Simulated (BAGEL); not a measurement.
# B3LYP/6-31G(d) (density fitting with qzvpp-jkfit, spherical functions) run of C2HF3O (SMILES FC1OC1(F)F)

What is the energy change on altering one bond length of C2HF3O at B3LYP/6-31G* (density fitting with qzvpp-jkfit, spherical functions)? 

The results are computed with BAGEL 1.2.2.

1 further run of the same task is left out (set aside as unsound or not needed).

## 1. The structure to begin with

C2HF3O has 7 atoms, charge 0, and is taken as a singlet. As SMILES, `FC1OC1(F)F`. Geometry: relaxed at PBE0-D4/def2-TZVP.

Bond lengths: F1–C2 1.334 Å, C2–O3 1.424 Å, C2–C4 1.445 Å, O3–C4 1.366 Å, C4–F5 1.322 Å, C4–F6 1.326 Å, C2–H7 1.086 Å. Some angles: F1–C2–O3 115.2°, F1–C2–C4 119.8°, O3–C2–C4 56.8°, C2–O3–C4 62.4°, C2–C4–O3 60.8°, C2–C4–F5 121.9°, C2–C4–F6 123.1°, O3–C4–F5 116.9°, O3–C4–F6 116.4°, F5–C4–F6 109.4°.

## 2. The energy at B3LYP/6-31G(d) (density fitting with qzvpp-jkfit, spherical functions)

calc.json reads:

```json
{ "bagel" : [

{
  "title" : "molecule",
  "basis" : "6-31gs.json",
  "df_basis" : "qzvpp-jkfit",
  "angstrom" : true,
  "geometry" : [
    { "atom" : "F", "xyz" : [      -0.633400,      -1.685800,       0.231100 ] },
    { "atom" : "C", "xyz" : [      -0.181400,      -0.473900,       0.556500 ] },
    { "atom" : "O", "xyz" : [       1.148600,      -0.190200,       0.135600 ] },
    { "atom" : "C", "xyz" : [       0.132100,       0.478800,      -0.484100 ] },
    { "atom" : "F", "xyz" : [      -0.069200,       0.209600,      -1.763100 ] },
    { "atom" : "F", "xyz" : [       0.091600,       1.791700,      -0.299600 ] },
    { "atom" : "H", "xyz" : [      -0.427000,      -0.198200,       1.577800 ] }
  ]
},

{ "title" : "ks", "xc_func" : "b3lyp" },

{ "title" : "print", "file" : "orbitals.molden", "orbitals" : true }

]}
```

The basis set 6-31G* is read from a file made from the Basis Set Exchange's data (not shown).

Started as:

```
$ BAGEL_NUM_THREADS=1 BAGEL calc.json > calc.out
```

Output:

```text
* using 1 threads per process

  ===============================================================
  ===============================================================

  *** Geometry ***

  { "atom" : "F", "xyz" : [     -1.196953,     -3.185700,      0.436716 ] },
  { "atom" : "C", "xyz" : [     -0.342796,     -0.895541,      1.051633 ] },
  { "atom" : "O", "xyz" : [      2.170539,     -0.359426,      0.256247 ] },
  { "atom" : "C", "xyz" : [      0.249633,      0.904801,     -0.914816 ] },
  { "atom" : "F", "xyz" : [     -0.130769,      0.396087,     -3.331776 ] },
  { "atom" : "F", "xyz" : [      0.173099,      3.385822,     -0.566162 ] },
  { "atom" : "H", "xyz" : [     -0.806913,     -0.374544,      2.981610 ] },

  Number of auxiliary basis functions:      476

  Since a DF basis is specified, we compute 2- and 3-index integrals:
    o Being stored without compression. Storage requirement is 0.028 GB

  Number of basis functions:       86
  Number of electrons      :       48

    * METHOD: MOLECULE                             0.24

  *** Kohn-Sham DFT ***

    * Removing 14297 points whose weight is below 1.00e-10
    * Grid points: 90045

  === Nuclear Repulsion ===
   258.0907680570

       - DIIS with orbital gradients will be used.

  === KS iteration (b3lyp / 6-31gs.json) ===
      0       -415.67436982          0.15037447           0.37
      1       -383.14747597          0.21287772           0.64
      2       -342.85868063          0.21666395           0.35
      3       -422.42203420          0.16725248           0.34
      4       -448.83831487          0.06662414           0.34
      5       -449.87601774          0.06095897           0.34
      6       -451.38698317          0.01509135           0.36
      7       -451.43037897          0.01143312           0.34
      8       -451.49302936          0.00200979           0.34
      9       -451.49311731          0.00197632           0.34
     10       -451.49471168          0.00060444           0.35
     11       -451.49486099          0.00019845           0.37
     12       -451.49487869          0.00003040           0.34
     13       -451.49487911          0.00000675           0.35
     14       -451.49487912          0.00000374           0.35
     15       -451.49487913          0.00000076           0.35
     16       -451.49487913          0.00000021           0.35
     17       -451.49487913          0.00000010           0.36
     18       -451.49487913          0.00000006           0.36
     19       -451.49487913          0.00000001           0.36
    * SCF iteration converged.

    * Permanent dipole moment:
           (    0.396579,    -0.118001,    -0.524331) a.u.

    * METHOD: KS                                   7.86

    * METHOD: PRINT                                0.03

  ===============================================================
```

Wall time 8.4 s (1 thread of AMD EPYC 7B13 (Zen 3), shared host); peak memory 0.38 GiB.

## 3. The distorted shape, same level

input.json reads:

```json
{ "bagel" : [

{
  "title" : "molecule",
  "basis" : "6-31gs.json",
  "df_basis" : "qzvpp-jkfit",
  "angstrom" : true,
  "geometry" : [
    { "atom" : "F", "xyz" : [   -0.627324,   -1.882753,    0.203422 ] },
    { "atom" : "C", "xyz" : [   -0.175324,   -0.670853,    0.528822 ] },
    { "atom" : "O", "xyz" : [    1.154676,   -0.387153,    0.107922 ] },
    { "atom" : "C", "xyz" : [    0.138176,    0.281847,   -0.511778 ] },
    { "atom" : "F", "xyz" : [   -0.063124,    0.012647,   -1.790778 ] },
    { "atom" : "F", "xyz" : [    0.091600,    1.791700,   -0.299600 ] },
    { "atom" : "H", "xyz" : [   -0.420924,   -0.395153,    1.550122 ] }
  ]
},
{
  "title" : "ks",
  "xc_func" : "b3lyp"
},
{
  "title" : "print",
  "file" : "orbitals.molden",
  "orbitals" : true
}

]}
```

The basis set 6-31G* is read from a file made from the Basis Set Exchange's data (not shown).

Started as:

```
$ BAGEL_NUM_THREADS=1 BAGEL input.json > input.out
```

Output:

```text
* using 1 threads per process

  ===============================================================
  ===============================================================

  *** Geometry ***

  { "atom" : "F", "xyz" : [     -1.185471,     -3.557888,      0.384412 ] },
  { "atom" : "C", "xyz" : [     -0.331314,     -1.267728,      0.999329 ] },
  { "atom" : "O", "xyz" : [      2.182021,     -0.731613,      0.203943 ] },
  { "atom" : "C", "xyz" : [      0.261115,      0.532614,     -0.967120 ] },
  { "atom" : "F", "xyz" : [     -0.119287,      0.023899,     -3.384080 ] },
  { "atom" : "F", "xyz" : [      0.173099,      3.385822,     -0.566162 ] },
  { "atom" : "H", "xyz" : [     -0.795431,     -0.746731,      2.929306 ] },

  Number of auxiliary basis functions:      476

  Since a DF basis is specified, we compute 2- and 3-index integrals:
    o Being stored without compression. Storage requirement is 0.028 GB

  Number of basis functions:       86
  Number of electrons      :       48

    * METHOD: MOLECULE                             0.24

  *** Kohn-Sham DFT ***

    * Removing 14015 points whose weight is below 1.00e-10
    * Grid points: 90327

  === Nuclear Repulsion ===
   251.2716789912

       - DIIS with orbital gradients will be used.

  === KS iteration (b3lyp / 6-31gs.json) ===
      0       -416.41800939          0.14920591           0.36
      1       -389.56844936          0.20171267           0.45
      2       -328.32257198          0.22905645           0.35
      3       -427.11907054          0.16245615           0.37
      4       -444.74853379          0.09489028           0.38
      5       -449.95141194          0.05541257           0.38
      6       -451.05571526          0.02905262           0.39
      7       -451.43638182          0.00972036           0.38
      8       -451.46603083          0.00526283           0.34
      9       -451.47716567          0.00114771           0.34
     10       -451.47766721          0.00031806           0.34
     11       -451.47770939          0.00009326           0.35
     12       -451.47771197          0.00006340           0.34
     13       -451.47771365          0.00002234           0.34
     14       -451.47771384          0.00001050           0.34
     15       -451.47771389          0.00000294           0.35
     16       -451.47771389          0.00000189           0.35
     17       -451.47771389          0.00000035           0.35
     18       -451.47771389          0.00000020           0.34
     19       -451.47771389          0.00000011           0.34
     20       -451.47771389          0.00000007           0.34
     21       -451.47771389          0.00000002           0.34
     22       -451.47771389          0.00000001           0.34
    * SCF iteration converged.

    * Permanent dipole moment:
           (    0.365997,     0.241234,    -0.517559) a.u.

    * METHOD: KS                                   8.77

    * METHOD: PRINT                                0.03

  ===============================================================
```

Run time: 9.3 s. Hardware: 1 thread of AMD EPYC 7B13 (Zen 3), shared host; peak memory 0.39 GiB.

## 4. Results

Level: B3LYP/6-31G* (density fitting with qzvpp-jkfit, spherical functions).

| quantity | value |
| --- | --- |
| first shape: total energy | -451.49488 Eh |
| first shape: dipole moment | 1.70 D |
| first shape: HOMO energy | -8.79 eV |
| first shape: LUMO energy | 2.54 eV |
| first shape: HOMO–LUMO gap | 11.33 eV |
| distorted shape: total energy | -451.47771 Eh |
| distorted shape: dipole moment | 1.72 D |
| distorted shape: HOMO energy | -9.16 eV |
| distorted shape: LUMO energy | 0.92 eV |
| distorted shape: HOMO–LUMO gap | 10.08 eV |
| energy change with the C4–F6 bond stretched from 1.326 to 1.525 Å | 0.467 eV |

**Reading.** With the C4–F6 bond stretched from 1.326 to 1.525 Å the energy rises by 0.47 eV (10.8 kcal/mol). The first shape isn't relaxed at this level, so the change isn't measured from a minimum.
